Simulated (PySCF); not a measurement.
**H₂N, SMILES `[NH2]` (charge 0, multiplicity 2)**

Calculation: TPSSh-D3(BJ)/def2-TZVP // r2SCAN-D4/def2-SVP in PySCF 2.14.0.

| Item | Result |
|---|---|
| highest occupied spin orbital | -7.94 eV |
| dipole moment | 1.94 D |
| total energy | -55.9042 Ha |
| cost | very roughly 30 core-seconds |

```xyz
3

N     -0.0005     0.4395     0.0000
H      0.7990    -0.2189     0.0000
H     -0.7985    -0.2206     0.0000
```
Charge 0, spin multiplicity 2.
